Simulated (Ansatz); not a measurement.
# SiNH₄ (doublet): wB97M-V, B2PLYP, RPA-PBE over vertical spin and charge gaps and displaced geometries, cc-pVDZ, part 2 of 2

Ansatz 0.2.0, Gaussian basis; cc-pVDZ, all electrons in the functionals, frozen cores in the correlation of double hybrids and RPA.

### 13 B2PLYP, displaced geometry v2

Contents of in.yaml:

```yaml
crystal:
  periodic: [false, false, false]
  atoms:
    - {symbol: Si, position_ang: [-0.036730, 0.003576, 0.594385]}
    - {symbol: N, position_ang: [0.001824, 0.011950, -1.107122]}
    - {symbol: H, position_ang: [0.544819, -1.247298, 1.123482]}
    - {symbol: H, position_ang: [0.627928, 1.151082, 1.141696]}
    - {symbol: H, position_ang: [-0.154089, -0.924950, -1.730632]}
    - {symbol: H, position_ang: [-0.020559, 0.755460, -1.711666]}
basis:
  gaussian: {orbitals: cc-pVDZ}
magnetization: {spin_polarized: true, initial_magnetization: 1}
hamiltonian: {xc: {name: B2PLYP}}
correlation: {electrons: outside_noble_gas}
```

Command:

```sh
$ ansatz run in.yaml --threads 1 --pin off --events-out ev --progress --plain --max-ram 2393MiB
```

What it wrote, cut to the lines that bear on the results:

```text
Functional definition: B2PLYP
  name "B2PLYP"
  cite "Grimme, J. Chem. Phys. 124, 034108 (2006) doi:10.1063/1.2148954"
  cite "Becke, Phys. Rev. A 38, 3098 (1988) doi:10.1103/PhysRevA.38.3098"
  cite "Lee, Yang & Parr, Phys. Rev. B 37, 785 (1988) doi:10.1103/PhysRevB.37.785"
[...]
492 factors; integrals over basis functions are off by at most 1.2e-3 eV
[...]
mean field -9423.74252237 eV, -346.3161500549 hartree, gradient 5.5e-6 eV, S^2 0.753768; 0 other end points of the search recorded, 0 dependent functions left out
6 core orbitals not correlated: weight in the atoms' cores, before any rotation towards them, 1.000 or more for the frozen orbitals, at most 0.000 for the correlated occupied ones
reference -9423.74265720 eV, -346.3161550098 hartree; 7, 6 occupied and 39, 40 virtual orbitals, 492 factors
second order -8.81573226 eV of doubles, -0.00000000 eV of singles
Total energy: -9426.12290491 eV, -346.4036274998 hartree
```

Run time: 2.2 s. Hardware: 1 thread of Arm Neoverse V1, shared host.

From the report: ⟨S²⟩ of the determinant 0.754 (pure doublet: 0.75).

From charge 0, doublet: +45.8 kJ/mol.

### 14 RPA-PBE, charge 0, doublet

Contents of in.yaml:

```yaml
crystal:
  periodic: [false, false, false]
  atoms:
    - {symbol: Si, position_ang: [-0.090650, 0.000000, 0.595316]}
    - {symbol: N, position_ang: [0.112778, 0.000000, -1.117785]}
    - {symbol: H, position_ang: [0.579153, -1.226824, 1.121000]}
    - {symbol: H, position_ang: [0.579153, 1.226824, 1.121000]}
    - {symbol: H, position_ang: [-0.099805, -0.830073, -1.648445]}
    - {symbol: H, position_ang: [-0.099805, 0.830073, -1.648445]}
basis:
  gaussian: {orbitals: cc-pVDZ}
magnetization: {spin_polarized: true, initial_magnetization: 1}
hamiltonian: {xc: {name: PBE}}
correlation: {method: rpa, electrons: outside_noble_gas}
```

Same command.

What it wrote, cut to the lines that bear on the results:

```text
Functional definition: PBE
  name "PBE"
  cite "Perdew, Burke & Ernzerhof, Phys. Rev. Lett. 77, 3865 (1996) doi:10.1103/PhysRevLett.77.3865"
  parent pbe
[...]
493 factors; integrals over basis functions are off by at most 9.5e-4 eV
[...]
mean field -9425.62380607 eV, -346.3852859559 hartree, gradient 5.5e-6 eV, S^2 0.751619; 1 other end points of the search recorded, 0 dependent functions left out
6 core orbitals not correlated: weight in the atoms' cores, before any rotation towards them, 1.000 or more for the frozen orbitals, at most 0.000 for the correlated occupied ones
reference -9406.01923848 eV, -345.6648313853 hartree; 7, 6 occupied and 39, 40 virtual orbitals, 493 factors
Total energy: -9418.67261052 eV, -346.1298342309 hartree
```

Wall time 2.2 s (1 thread of Arm Neoverse V1, shared host).

From the report: ⟨S²⟩ of the determinant 0.752 (pure doublet: 0.75).

### 15 RPA-PBE, charge 0, quartet

Edit in.yaml of step 14 so:

```diff
@@ -11,3 +11,3 @@
   gaussian: {orbitals: cc-pVDZ}
-magnetization: {spin_polarized: true, initial_magnetization: 1}
+magnetization: {spin_polarized: true, initial_magnetization: 3}
 hamiltonian: {xc: {name: PBE}}
```

Same command.

What it wrote, cut to the lines that bear on the results:

```text
Functional definition: PBE
  name "PBE"
  cite "Perdew, Burke & Ernzerhof, Phys. Rev. Lett. 77, 3865 (1996) doi:10.1103/PhysRevLett.77.3865"
  parent pbe
[...]
493 factors; integrals over basis functions are off by at most 9.5e-4 eV
[...]
mean field -9418.98910631 eV, -346.1414652368 hartree, gradient 7.2e-6 eV, S^2 3.754170; 12 other end points of the search recorded, 0 dependent functions left out
6 core orbitals not correlated: weight in the atoms' cores, before any rotation towards them, 1.000 or more for the frozen orbitals, at most 0.000 for the correlated occupied ones
reference -9400.01015855 eV, -345.4440017709 hartree; 8, 5 occupied and 38, 41 virtual orbitals, 493 factors
Total energy: -9411.93865778 eV, -345.8823660321 hartree
```

It took 12 s on 1 thread of Arm Neoverse V1, shared host.

From the report: ⟨S²⟩ of the determinant 3.754 (pure quartet: 3.75).

From charge 0, doublet: +649.7 kJ/mol.

### 16 RPA-PBE, charge 1, singlet

Edit in.yaml of step 15 so:

```diff
@@ -11,3 +11,4 @@
   gaussian: {orbitals: cc-pVDZ}
-magnetization: {spin_polarized: true, initial_magnetization: 3}
+total_charge: 1
+magnetization: {spin_polarized: true, initial_magnetization: 0}
 hamiltonian: {xc: {name: PBE}}
```

Launched as before.

What it wrote, cut to the lines that bear on the results:

```text
Functional definition: PBE
  name "PBE"
  cite "Perdew, Burke & Ernzerhof, Phys. Rev. Lett. 77, 3865 (1996) doi:10.1103/PhysRevLett.77.3865"
  parent pbe
[...]
493 factors; integrals over basis functions are off by at most 9.5e-4 eV
[...]
mean field -9418.29749739 eV, -346.1160490778 hartree, gradient 4.3e-6 eV, S^2 0.000000; 1 other end points of the search recorded, 0 dependent functions left out
6 core orbitals not correlated: weight in the atoms' cores, before any rotation towards them, 1.000 or more for the frozen orbitals, at most 0.000 for the correlated occupied ones
reference -9398.64831779 eV, -345.3939550462 hartree; 6, 6 occupied and 40, 40 virtual orbitals, 493 factors
Total energy: -9411.41111664 eV, -345.8629792530 hartree
```

It took 2.1 s on 1 thread of Arm Neoverse V1, shared host.

From the report: ⟨S²⟩ of the determinant 0.000 (pure singlet: 0.00).

From charge 0, doublet: +700.6 kJ/mol.

### 17 RPA-PBE, charge 1, triplet

Edit in.yaml of step 16 so:

```diff
@@ -12,3 +12,3 @@
 total_charge: 1
-magnetization: {spin_polarized: true, initial_magnetization: 0}
+magnetization: {spin_polarized: true, initial_magnetization: 2}
 hamiltonian: {xc: {name: PBE}}
```

The command is unchanged.

What it wrote, cut to the lines that bear on the results:

```text
Functional definition: PBE
  name "PBE"
  cite "Perdew, Burke & Ernzerhof, Phys. Rev. Lett. 77, 3865 (1996) doi:10.1103/PhysRevLett.77.3865"
  parent pbe
[...]
493 factors; integrals over basis functions are off by at most 9.5e-4 eV
[...]
mean field -9415.08572874 eV, -345.9980187568 hartree, gradient 1.1e-6 eV, S^2 2.003231; 9 other end points of the search recorded, 0 dependent functions left out
6 core orbitals not correlated: weight in the atoms' cores, before any rotation towards them, 1.000 or more for the frozen orbitals, at most 0.000 for the correlated occupied ones
reference -9396.36709515 eV, -345.3101216605 hartree; 7, 5 occupied and 39, 41 virtual orbitals, 493 factors
Total energy: -9408.40386143 eV, -345.7524646622 hartree
```

Wall time 11 s (1 thread of Arm Neoverse V1, shared host).

From the report: ⟨S²⟩ of the determinant 2.003 (pure triplet: 2.00).

From charge 0, doublet: +990.8 kJ/mol.

### 18 RPA-PBE, displaced geometry v1

Contents of in.yaml:

```yaml
crystal:
  periodic: [false, false, false]
  atoms:
    - {symbol: Si, position_ang: [-0.087319, 0.004824, 0.602887]}
    - {symbol: N, position_ang: [0.115276, -0.011318, -1.121367]}
    - {symbol: H, position_ang: [0.629615, -1.178832, 1.074804]}
    - {symbol: H, position_ang: [0.526838, 1.212002, 1.104607]}
    - {symbol: H, position_ang: [-0.194504, -0.828716, -1.716328]}
    - {symbol: H, position_ang: [-0.130794, 0.818411, -1.679143]}
basis:
  gaussian: {orbitals: cc-pVDZ}
magnetization: {spin_polarized: true, initial_magnetization: 1}
hamiltonian: {xc: {name: PBE}}
correlation: {method: rpa, electrons: outside_noble_gas}
```

Same command.

What it wrote, cut to the lines that bear on the results:

```text
Functional definition: PBE
  name "PBE"
  cite "Perdew, Burke & Ernzerhof, Phys. Rev. Lett. 77, 3865 (1996) doi:10.1103/PhysRevLett.77.3865"
  parent pbe
[...]
492 factors; integrals over basis functions are off by at most 1.3e-3 eV
[...]
mean field -9425.54441335 eV, -346.3823683272 hartree, gradient 3.8e-6 eV, S^2 0.751659; 1 other end points of the search recorded, 0 dependent functions left out
6 core orbitals not correlated: weight in the atoms' cores, before any rotation towards them, 1.000 or more for the frozen orbitals, at most 0.000 for the correlated occupied ones
reference -9405.87699882 eV, -345.6596041740 hartree; 7, 6 occupied and 39, 40 virtual orbitals, 492 factors
Total energy: -9418.61916253 eV, -346.1278700538 hartree
```

It took 2.1 s on 1 thread of Arm Neoverse V1, shared host.

From the report: ⟨S²⟩ of the determinant 0.752 (pure doublet: 0.75).

From charge 0, doublet: +5.2 kJ/mol.

### 19 RPA-PBE, displaced geometry v2

Contents of in.yaml:

```yaml
crystal:
  periodic: [false, false, false]
  atoms:
    - {symbol: Si, position_ang: [-0.036730, 0.003576, 0.594385]}
    - {symbol: N, position_ang: [0.001824, 0.011950, -1.107122]}
    - {symbol: H, position_ang: [0.544819, -1.247298, 1.123482]}
    - {symbol: H, position_ang: [0.627928, 1.151082, 1.141696]}
    - {symbol: H, position_ang: [-0.154089, -0.924950, -1.730632]}
    - {symbol: H, position_ang: [-0.020559, 0.755460, -1.711666]}
basis:
  gaussian: {orbitals: cc-pVDZ}
magnetization: {spin_polarized: true, initial_magnetization: 1}
hamiltonian: {xc: {name: PBE}}
correlation: {method: rpa, electrons: outside_noble_gas}
```

Same command.

What it wrote, cut to the lines that bear on the results:

```text
Functional definition: PBE
  name "PBE"
  cite "Perdew, Burke & Ernzerhof, Phys. Rev. Lett. 77, 3865 (1996) doi:10.1103/PhysRevLett.77.3865"
  parent pbe
[...]
492 factors; integrals over basis functions are off by at most 1.2e-3 eV
[...]
mean field -9425.14556104 eV, -346.3677107751 hartree, gradient 5.3e-6 eV, S^2 0.751656; 1 other end points of the search recorded, 0 dependent functions left out
6 core orbitals not correlated: weight in the atoms' cores, before any rotation towards them, 1.000 or more for the frozen orbitals, at most 0.000 for the correlated occupied ones
reference -9405.52290990 eV, -345.6465916465 hartree; 7, 6 occupied and 39, 40 virtual orbitals, 492 factors
Total energy: -9418.19117678 eV, -346.1121418676 hartree
```

Wall time 2.2 s (1 thread of Arm Neoverse V1, shared host).

From the report: ⟨S²⟩ of the determinant 0.752 (pure doublet: 0.75).

From charge 0, doublet: +46.5 kJ/mol.

### 20 Against the wave-function levels

The yardstick is UCCSDT(Q), where the cluster series has nearly closed. It comes from earlier runs at the same points. Energies in kJ/mol, counted from charge 0, doublet; blanks weren't run or aren't comparable.

```csv
level,doublet to quartet,ionisation to the singlet cation,ionisation to the triplet cation,displacement v1,displacement v2
UCCSDT(Q),655.2,,982.6,7.1,46.0
wB97M-V,675.4,706.4,1015.6,8.5,45.8
B2PLYP,657.0,704.9,1001.2,8.2,45.8
RPA-PBE,649.7,700.6,990.8,5.2,46.5
```

Largest miss and mean time a point (UCCSDT(Q) took 86 s a point; shared hosts):

```csv
level,largest miss (kJ/mol),where,time a point
wB97M-V,+33.1,ionisation to the triplet cation,11 s
B2PLYP,+18.7,ionisation to the triplet cation,3.1 s
RPA-PBE,+8.2,ionisation to the triplet cation,5.1 s
```

### 21 Outcome

What follows sums up all 2 parts.

```
                                   quantity                                            value
              doublet to quartet, UCCSDT(Q)                                     655.2 kJ/mol
ionisation to the triplet cation, UCCSDT(Q)                                     982.6 kJ/mol
                 displacement v1, UCCSDT(Q)                                       7.1 kJ/mol
                 displacement v2, UCCSDT(Q)                                      46.0 kJ/mol
                      largest miss, wB97M-V  +33.1 kJ/mol (ionisation to the triplet cation)
                       largest miss, B2PLYP  +18.7 kJ/mol (ionisation to the triplet cation)
                      largest miss, RPA-PBE   +8.2 kJ/mol (ionisation to the triplet cation)
```

Misses are known at 4 of 5 points at best, and only functionals with that many are ranked. Of the functionals, RPA-PBE keep the smallest largest miss at the points compared (at most 8.2 kJ/mol) and wB97M-V strays most (33.1 kJ/mol, at ionisation to the triplet cation). Functionals and the yardstick converge differently with the basis, so part of each miss in cc-pVDZ is the basis.
